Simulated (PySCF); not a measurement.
Compound: C4H7O (charge -1).
SMILES with atom numbers: `[CH2:1]=[CH:2][C@H:3]([CH3:4])[O-:5]` (hydrogens: H6, H7 on C1; H8 on C2; H9 on C3; H10, H11, H12 on C4)

Method used: PBE0-D3(BJ)/def2-SVP geometry optimisation, gas phase (PySCF).

Some entries are withheld. Bonds in one row agree within 0.01 Å.

```json
{"coordinate": "C1=C2", "value": "1.340 Å"}
{"coordinate": "C2–C3", "value": "?"}
{"coordinate": "C3–C4", "value": "?"}
{"coordinate": "C3–O5", "value": "?"}
{"coordinate": "C1–H6", "value": "1.098 Å"}
{"coordinate": "C1–H7", "value": "1.098 Å"}
{"coordinate": "C2–H8", "value": "1.102 Å"}
{"coordinate": "C3–H9", "value": "1.155 Å"}
{"coordinate": "C4–H10, C4–H11, C4–H12", "value": "1.106 Å"}
{"coordinate": "C2–C1–H6", "value": "120.3°"}
{"coordinate": "C2–C1–H7", "value": "122.9°"}
{"coordinate": "H6–C1–H7", "value": "116.8°"}
{"coordinate": "C1–C2–C3", "value": "128.2°"}
{"coordinate": "C1–C2–H8", "value": "119.5°"}
{"coordinate": "C3–C2–H8", "value": "111.9°"}
{"coordinate": "C2–C3–C4", "value": "108.4°"}
{"coordinate": "C2–C3–O5", "value": "109.7°"}
{"coordinate": "C2–C3–H9", "value": "104.1°"}
{"coordinate": "C4–C3–O5", "value": "113.8°"}
{"coordinate": "C4–C3–H9", "value": "103.2°"}
{"coordinate": "O5–C3–H9", "value": "?"}
{"coordinate": "C3–C4–H10", "value": "?"}
{"coordinate": "C3–C4–H11", "value": "?"}
{"coordinate": "C3–C4–H12", "value": "?"}
{"coordinate": "H10–C4–H11", "value": "?"}
```

Q: Fill in the missing values.

A: 
- C2–C3 = 1.529 Å, drawn single (alkene CH carbon to sp3 carbon bound to oxygen); 0.04 Å above the sum of covalent radii, 1.49 Å.
- C3–C4 = 1.560 Å, drawn single (sp3 carbon bound to oxygen to methyl carbon); 0.04 Å above the sum of covalent radii, 1.52 Å.
- C3–O5 = 1.312 Å, drawn single (sp3 carbon bound to oxygen to alkoxide oxygen); 0.11 Å below the sum of covalent radii, 1.42 Å.
- O5–C3–H9 = 116.9°, at the sp3 carbon bound to oxygen; the outer atoms are 2.105 Å apart.
- C3–C4–H10 = 114.5°, at the methyl carbon; the outer atoms are 2.257 Å apart.
- C3–C4–H11 = 108.8°, at the methyl carbon; the outer atoms are 2.184 Å apart.
- C3–C4–H12 = 107.6°, at the methyl carbon; the outer atoms are 2.167 Å apart.
- H10–C4–H11 = 109.3°, at the methyl carbon; the outer atoms are 1.806 Å apart.

Radii are Cordero's, carbon taken as 0.76, 0.73 or 0.69 Å for four, three, and two or fewer neighbours.

Whether it is a minimum is left open (no frequencies). Torsions: C1–C2–C3–C4 -117°.

One conformer stands for the species.
